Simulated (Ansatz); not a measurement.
# How far each method lies from UCCSDT(Q) for Ga–C–GaH, quartet

Geometry: displaced at random from a stationary point.

```xyz
4

Ga    0.0645   -0.2879    2.6714
C    -0.1002   -0.3820    0.6648
Ga   -0.0237   -0.3731   -1.3439
H     0.0594    1.0430   -1.9923
```

Basis cc-pVDZ; Ansatz 0.2.0. Only valence electrons are correlated (noble-gas cores and the filled d shells of p-block atoms frozen), which leaves 11 electrons in 44 orbitals. R marks a restricted (for open shells ROHF) determinant, U an unrestricted one. No spin–orbit coupling is included, and no scalar relativity.

Full CI isn't at hand for all of this; UCCSDT(Q) serves as the reference, and is uncertain by about the last step of the cluster series. The frozen core follows each run's orbitals, which can shift R against U totals by a few meV for light atoms and by up to 0.1 eV past Ca.

The UHF ⟨S²⟩ is 3.784, the T1 diagnostic (RCCSD) is 0.0306 and the largest doubles amplitude (RCCSD) is 0.043. The T1 diagnostic (UCCSD) is 0.0279.

```json
{"level": "UMP2", "E − E(UHF) (eV)": "-4.5176"}
{"level": "UCCSD", "E − E(UHF) (eV)": "-5.6142"}
{"level": "UCCSD(T)", "E − E(UHF) (eV)": "-5.7952"}
```

Question: Estimate how far UCCSDT(Q) in cc-pVDZ lies from UCCSD(T). The table doesn't fix it; the size of (T) and the diagnostics are the guide.

Answer: UCCSDT(Q) in cc-pVDZ lies 5.7 kJ/mol below UCCSD(T), which is 32 % of the (T) step (-17.5 kJ/mol). T1 is raised, and the rest is a large part of (T). The miss exceeds 1 kcal/mol.

The other levels:

| level | E − E(UCCSDT(Q)) (kJ/mol) | wall time |
| --- | --- | --- |
| UCCSDT | 1.4 | – |

Run but not shown, since their state, orbitals or frozen core can't be matched to the reference's or they repeat it: RHF, RMP2, RCCSD, RCCSD(T), BCCD(T), RCCSDT, RCCSDT(Q).
